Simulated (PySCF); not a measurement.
**Nuclear quadrupole coupling in `[H]/P=P\N(C)CC`**

C₃H₉NP₂.
Cartesian coordinates in Å at the GFN2-xTB level; atoms count from 1:
```xyz
15
C3H9NP2 angstrom
C     -1.410   -0.758   -0.320
C     -0.167   -0.030   -0.824
N      0.751    0.298    0.242
C      1.708   -0.740    0.557
P      0.734    1.656    1.231
P     -0.789    2.941    0.814
H     -1.140   -1.707    0.137
H     -2.092   -0.950   -1.145
H     -1.922   -0.152    0.426
H     -0.459    0.895   -1.332
H      0.364   -0.654   -1.550
H      1.204   -1.663    0.852
H      2.339   -0.409    1.378
H      2.337   -0.948   -0.312
H     -1.463    2.231   -0.177
```

Field gradients from the PBE0/pcSseg-1 density (PySCF, non-relativistic), principal values in atomic units, ordered |Vxx| ≤ |Vyy| ≤ |Vzz|:

```tsv
atom	Vxx	Vyy	Vzz
N3	0.3998	0.5238	-0.9236
```

Find the asymmetry η = (Vxx − Vyy)/Vzz and the couplings χ = eQV/h (234.96 MHz × Q in barn × V in au), with Q(14N) = 0.02044 b.

```json
{"atom": "N3", "environment": "nitrogen bonded to 2 C and P", "nucleus": "14N", "η": "0.13", "χzz (MHz)": "-4.436", "χxx (MHz)": "1.920", "χyy (MHz)": "2.516"}
```

The tensor is traceless: Vxx + Vyy + Vzz = 0.

What is Vzz at N3 in SI units (1 au = 9.71736 × 10²¹ V/m²)?

-0.9236 au = -8.975 × 10²¹ V/m².

And the gradient at the other heavy atoms, for which no coupling is worked out here?

```tsv
atom	environment	Vzz (au)	η
C1	methyl carbon	0.070	0.33
C2	sp3 carbon bound to nitrogen	0.274	0.32
C4	N-methyl carbon	0.288	0.11
P5	phosphorus bonded to N and P	-1.620	0.19
P6	phosphorus bonded to P and H	-0.743	0.51
```

What couplings would deuterons (Q(2H) = 0.00286 b) have in place of the hydrogens, at this geometry?

| atom | bonded to | bond length (Å) | Vzz (au) | η | χzz (kHz) |
| --- | --- | --- | --- | --- | --- |
| H7 | C1 | 1.087 | 0.3157 | 0.03 | 212 |
| H8 | C1 | 1.087 | 0.3164 | 0.02 | 213 |
| H9 | C1 | 1.089 | 0.3089 | 0.03 | 208 |
| H10 | C2 | 1.095 | 0.2890 | 0.05 | 194 |
| H11 | C2 | 1.095 | 0.2929 | 0.07 | 197 |
| H12 | C4 | 1.093 | 0.2993 | 0.06 | 201 |
| H13 | C4 | 1.087 | 0.3042 | 0.08 | 204 |
| H14 | C4 | 1.093 | 0.2982 | 0.06 | 200 |
| H15 | P6 | 1.393 | 0.2071 | 0.06 | 139 |

Isolated species at its GFN2-xTB geometry (one conformer only). GFN2-xTB bond lengths can be off by several hundredths of an ångström, more for odd bonds, and the gradients follow them. These gradients aren't converged with respect to the basis.
